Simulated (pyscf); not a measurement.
Thermochemistry of product channels of propene (H₂C=CH–CH₃) + F atom (F•) on the doublet surface, in kcal/mol, from ωB97M-D3(BJ)/def2-TZVP energies (ideal gas, 1 atm, RRHO with modes under 100 cm⁻¹ raised to 100, one conformer, R ln 2 for rigid chiral ones). Single points on ωB97X-D3(BJ)/def2-SVP structures (PySCF, gas phase).

```
products           ΔE  ΔH(298 K)  ΔG(600 K)  ΔG(900 K)
--------------  -----  ---------  ---------  ---------
•H₂C–CH(CH₃)–F  -47.3      -47.2      -31.5      -23.8
H₃C–CH•–CH₂–F   -46.9      -46.2      -31.0      -23.4
```

These are energies of the channels, which say nothing of barriers. •H₂C–CH(CH₃)–F lies 6.7 kcal/mol over its isomer H₃C–C•(CH₃)–F, and others may lie lower still (electronic energy, ωB97M-D3(BJ)). H₃C–CH•–CH₂–F lies 7.1 kcal/mol over its isomer H₃C–C•(CH₃)–F, and others may lie lower still (electronic energy, ωB97M-D3(BJ)). Left out: orbital degeneracy and the spin-orbit lowering of F.
